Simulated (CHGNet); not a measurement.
bcc W

Computed with the machine-learned potential CHGNet-r²SCAN (trained on r²SCAN data).

Cell: relaxed at this level.

```yaml
lattice_parameter_a: 3.171 Å
equilibrium_volume_per_atom: 15.94 Å³/atom
vacancy_formation_energy: 1.14 eV
```

Measured, for comparison: lattice constant a 3.16 Å, equilibrium volume per atom 15.78 Å³/atom (static lattice: zero-point anharmonic expansion removed; as tabulated in Mejia-Rodriguez and Trickey (2018), arXiv:1807.09216); vacancy formation energy 3.6 ± 0.2 eV (not corrected to a static lattice, monovacancy, our sources range from 3.60 to 4.60; as tabulated in J. N. Mundy, S. T. Ockers, L. C. Smedskjaer, Vacancy migration enthalpy in …). Computed (rounded) less measured: lattice constant a +0.3 %, equilibrium volume per atom +1.0 %, vacancy formation energy not scored (sources differ).

A machine-learned potential is trained on density-functional data: it inherits that level's misses and adds fitting errors of its own.
